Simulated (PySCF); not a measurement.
A PySCF script (with the pyscf-properties extension) for the NMR shieldings of SMILES C[C@H]1CS1, C3H6S, on a PBE0-D3(BJ)/def2-TZVP geometry:

```python
import basis_set_exchange as bse
import numpy as np
from pyscf import gto, dft
from pyscf.prop import nmr

atoms = """
C    -1.060429   -0.538006   -0.384227
C     0.341265   -0.412725    0.133455
C     0.989203    0.913464    0.209181
S     0.589810    0.204669    1.818620
H    -1.662406    0.316194   -0.068506
H    -1.058111   -0.576062   -1.478535
H    -1.538220   -1.446492   -0.013877
H     0.999607   -1.242682   -0.107700
H     0.396433    1.776102   -0.078101
H     2.046917    0.989496   -0.017021
"""
names = dict.fromkeys(["C", "S", "H"], "pcSseg-2")
basis = {el: gto.basis.parse(bse.get_basis(n, elements=[el], fmt="nwchem")) for el, n in names.items()}
mol = gto.M(atom=atoms, basis=basis, charge=0, verbose=0)
mf = dft.RKS(mol, xc="HYB_GGA_XC_B97_2")
mf.grids.level = 2
mf.grids.alignment = dft.numint.BLKSIZE   # the property module wants whole blocks of grid points
mf.conv_tol = 1e-9
mf.kernel()

calc = nmr.RKS(mf)   # GIAO
C = mf.mo_coeff
Co = C[:, mf.mo_occ > 0]
resp = mf.gen_response(singlet=True, hermi=2)
def vind(x):   # induced exchange potential for any number of trial vectors
    d = np.einsum("pi,xij,qj->xpq", C, 2 * x.reshape(-1, C.shape[1], Co.shape[1]), Co, optimize=True)
    return np.einsum("xpq,pi,qj->xij", resp(d - d.transpose(0, 2, 1)), C, Co, optimize=True).ravel()
mo1, _ = nmr.rhf.solve_mo1(calc, with_cphf=vind)
sigma = calc.kernel(mo1)
for i, s in enumerate(sigma):   # ppm
    print("%2d %-2s %9.2f" % (i, mol.atom_pure_symbol(i), np.trace(s) / 3))
```

Task: What are the results?

Result: 
```
 0 C     160.15
 1 C     152.07
 2 C     156.22
 3 S     705.34
 4 H      31.08
 5 H      29.77
 6 H      29.73
 7 H      28.89
 8 H      29.75
 9 H      29.28
```

These numbers come from an equivalent density-fitted implementation of the same equations, which agrees with the script to about 0.01 ppm for H and up to a few tenths of a ppm for heavy atoms, so last digits may differ.

Task: Turn these shieldings into chemical shifts. References, each an isolated molecule treated in the same way: $^{13}$C (185.38 ppm) and $^{1}$H (31.64 ppm) against TMS; $^{33}$S (517.10 ppm) vs CS2.

Result: Averaging equivalent atoms: C 1: 33.3; C 2: 29.2; C 0: 25.2; S 3: -188; H 7: 2.74; H 9: 2.36; H 8: 1.89; H 4/5/6: 1.45 ppm. 

Size and cost of the density-fitted run: 235 basis functions, 13 s wall time on 1 thread of an Intel Xeon 6975P-C, shared host; peak memory 1 GiB.
